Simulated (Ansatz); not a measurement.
Geometry optimisation, Ansatz 0.2.0, RKS LDA/def2-SVP.

Input:

```yaml
crystal:
  periodic: [false, false, false]
  atoms:
    - { symbol: B, position_ang: [-0.105657, 0.239593, 0.053825] }
    - { symbol: H, position_ang: [-0.167486, 0.2582, 1.26004] }
    - { symbol: H, position_ang: [0.954763, 0.560235, -0.454296] }
    - { symbol: C, position_ang: [-1.3891, 0.08264, -0.792884] }
    - { symbol: H, position_ang: [-2.239509, -0.442245, -0.309907] }
    - { symbol: H, position_ang: [-1.720554, 1.149272, -0.903787] }
    - { symbol: H, position_ang: [-1.232207, -0.278614, -1.830225] }
    - { symbol: O, position_ang: [0.387987, -2.239519, 0.621343] }
    - { symbol: H, position_ang: [-0.481877, -2.442939, 0.221677] }
    - { symbol: H, position_ang: [0.15344, -1.574122, 1.322715] }
basis:
  gaussian: { orbitals: def2-SVP }
hamiltonian:
  xc: lda
relax:
  f_tol: 0.03
  max_steps: 50
```

Run as:

```bash
$ ansatz run input.yaml --threads 1 --pin off --max-ram 2048MiB --backend cpu --events-out ev --progress --plain --runs-dir out
```

Where does it end, and by what steps?

It converged. The force dipped under the threshold on the way, but the program's further checks kept it going. After 17 steps the energy has fallen by 0.722 eV; O8 moved furthest, 0.68 Å. Joined: B1–O8 (2.59 → 1.64 Å).

```tsv
step	energy less start (eV)	largest force component (eV/Å)	accepted
0	0.0000	0.875	yes
1	-0.1568	1.262	yes
2	-0.3668	1.526	yes
3	-0.5808	1.205	yes
4	-0.6365	1.008	yes
5	-0.6911	0.498	yes
6	-0.6892	0.378	no
7	-0.7033	0.142	yes
8	-0.7091	0.045	yes
9	-0.7025	0.690	no
10	-0.7133	0.048	yes
11	-0.7158	0.216	yes
12	-0.7196	0.055	yes
13	-0.7139	0.199	no
14	-0.7208	0.026	yes
15	-0.7212	0.102	yes
16	-0.7190	0.153	no
17	-0.7217	0.026	yes
```

```xyz
10
Properties=species:S:1:pos:R:3
B -0.123 -0.067 0.170
H -0.350 0.307 1.331
H 0.954 0.338 -0.269
C -1.359 0.031 -0.817
H -2.287 -0.460 -0.434
H -1.631 1.102 -0.948
H -1.155 -0.369 -1.835
O 0.142 -1.682 0.331
H -0.735 -2.076 0.535
H 0.704 -1.811 1.124
```

Whether the end is a true minimum wasn't checked by a vibrational analysis.

Time of the run: 27 s on 1 thread of Arm Neoverse V1, with other jobs on the host, peak memory 0.13 GiB.
